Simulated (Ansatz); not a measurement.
Input (CCSDT(Q)/aug-cc-pV(T+d)Z; Ansatz, a quantum-chemistry and plane-wave program): A basis named .json is the Basis Set Exchange file of that set.

Ansatz 0.2 input:
```yaml
crystal:
  periodic: [false, false, false]
  atoms:
    - {symbol: S, position_ang: [-0.00000000, -0.00000000, -0.07936290]}
    - {symbol: H, position_ang: [0.00000000, 0.00000000, 1.26980637]}
basis:
  gaussian:
    orbitals: aug-cc-pV_T+d_Z.json
total_charge: -1
magnetization: {spin_polarized: false}
correlation: {method: ccsdt_q, electrons: outside_noble_gas}
```

Output:

```
Functional definition: HF
integrals: 0.08 GiB planned
836 factors; integrals over basis functions are off by at most 2.1e-7 eV
mean field: 0.16 GiB planned
mean field evaluation 1: about -10833.6066 eV, gradient 1.2e1 eV
mean field evaluation 2: about -10833.6077 eV, gradient 1.2e1 eV
mean field evaluation 4: about -10834.0997 eV, gradient 1.1e0 eV
mean field evaluation 8: about -10834.1095 eV, gradient 7.4e-5 eV
mean field evaluation 16: about -10834.1086 eV, gradient 3.3e-1 eV
mean field -10834.10951086 eV, -398.1461809009 hartree, gradient 8.1e-6 eV, S^2 0.000000; 0 other end points of the search recorded, 0 dependent functions left out
5 core orbitals not correlated
reference -10834.10951086 eV, -398.1461809009 hartree; 4, 4 occupied and 69, 69 virtual orbitals, 836 factors
second order -5.45200015 eV of doubles, -0.00000000 eV of singles
coupled cluster: 0.71 GiB planned
cycle   1  -5.79453662 eV  change   -3.4e-1 eV  update   7.0e-2
cycle   2  -6.10467483 eV  change   -3.1e-1 eV  update   3.3e-2
cycle   3  -6.27903941 eV  change   -1.7e-1 eV  update   1.4e-2
cycle   4  -6.25789067 eV  change    2.1e-2 eV  update   3.9e-3
cycle   5  -6.25301206 eV  change    4.9e-3 eV  update   2.2e-3
cycle   6  -6.25381698 eV  change   -8.0e-4 eV  update   7.0e-4
cycle   7  -6.25433357 eV  change   -5.2e-4 eV  update   2.7e-4
cycle   8  -6.25415760 eV  change    1.8e-4 eV  update   1.0e-4
cycle   9  -6.25416727 eV  change   -9.7e-6 eV  update   3.5e-5
cycle  10  -6.25424957 eV  change   -8.2e-5 eV  update   1.4e-5
cycle  11  -6.25422857 eV  change    2.1e-5 eV  update   5.4e-6
cycle  12  -6.25422807 eV  change    5.1e-7 eV  update   1.9e-6
cycle  13  -6.25422548 eV  change    2.6e-6 eV  update   8.1e-7
cycle  14  -6.25422578 eV  change   -2.9e-7 eV  update   2.5e-7
perturbative correction -0.01532498 eV, -0.0005631825 hartree
Total energy: -10840.37906162 eV, -398.3765826415 hartree
```
